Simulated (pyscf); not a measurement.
**Substitution at O: AsH (SMILES [AsH]) [triplet] + H₂O (SMILES O) → HO–AsH• (SMILES O[AsH]) + H• (SMILES [H])**

Gas phase, triplet surface, charge 0. Bonds broken: O3–H4. Bonds formed: As1–O3. PySCF, gas phase, ωB97X-D3(BJ)/def2-SVP geometries. MP2 and CC: frozen core, UHF for open shells. ΔMP2 is the change of the MP2 total energy from the triple- to the quadruple-zeta basis.

Transition state (Å):

```xyz
5

As    -0.1014    -0.5428     1.2178
H     -0.8017     0.7885     1.4498
O     -1.3841    -0.9172    -0.1737
H     -2.4979    -0.5599    -0.9453
H     -1.1782    -1.7895    -0.5544
```

One imaginary mode, 1596i cm⁻¹; descent along it reached the two sides named.

```tsv
bond	change	reactant side (Å)	saddle	product side
O3–H4	breaks	0.964	1.401	3.0
As1–O3	forms	3.1	1.929	1.795
```

Electronic energies relative to the separated reactants (kcal/mol):

```json
[
 {"level": "ωB97X-D3(BJ)/def2-TZVP", "barrier": "51.0", "reaction energy": "+38.1", "reverse barrier": "12.9"},
 {"level": "PBE/def2-TZVP", "barrier": "39.1", "reaction energy": "+36.9", "reverse barrier": "2.2"},
 {"level": "r²SCAN/def2-TZVP", "barrier": "43.2", "reaction energy": "+39.8", "reverse barrier": "3.3"},
 {"level": "B3LYP-D3(BJ)/def2-TZVP", "barrier": "44.9", "reaction energy": "+40.8", "reverse barrier": "4.2"},
 {"level": "PBE0-D3(BJ)/def2-TZVP", "barrier": "46.9", "reaction energy": "+40.1", "reverse barrier": "6.7"},
 {"level": "M06-2X/def2-TZVP", "barrier": "53.5", "reaction energy": "+43.7", "reverse barrier": "9.8"},
 {"level": "ωB97M-D3(BJ)/def2-TZVP", "barrier": "52.6", "reaction energy": "+42.5", "reverse barrier": "10.1"},
 {"level": "HF/def2-TZVP", "barrier": "71.2", "reaction energy": "+46.3", "reverse barrier": "25.0"},
 {"level": "MP2/def2-QZVPP", "barrier": "56.5", "reaction energy": "+42.5", "reverse barrier": "14.0"},
 {"level": "CCSD/def2-TZVPP", "barrier": "59.7", "reaction energy": "+47.5", "reverse barrier": "12.2"},
 {"level": "CCSD(T)/def2-TZVPP", "barrier": "56.2", "reaction energy": "+45.5", "reverse barrier": "10.7"},
 {"level": "CCSD(T)/def2-TZVPP + ΔMP2(QZVPP)", "barrier": "55.7", "reaction energy": "+45.2", "reverse barrier": "10.5"}
]
```

With CCSD(T)/def2-TZVPP + ΔMP2(QZVPP) energies and thermal terms (ideal gas, 1 atm, RRHO with modes under 100 cm⁻¹ raised to 100, one conformer, R ln 2 for rigid chiral ones), in kcal/mol:

```csv
T (K),ΔH‡,ΔG‡,ΔH,ΔG
298,51.5,59.7,+41.3,+42.7
600,51.9,68.0,+42.0,+43.8
900,52.7,75.9,+43.1,+44.5
1200,53.4,83.5,+44.2,+44.8
```

HO–AsH• + H• also meet on a surface of lower spin, which isn't treated here. One saddle was located; it need not be the lowest between these sides. The angle at the attacked O is 151°. The CCSD(T) − MP2 part came from Ansatz, without density fitting, on the same reference. The frozen core leaves the outer d or s,p core shells of the metals and heavy elements correlated in the MP2 and CC values, and def2-TZVPP describes them poorly, which can shift differences by a few kcal/mol. Elements up to Kr have no core potential and no relativistic terms here.
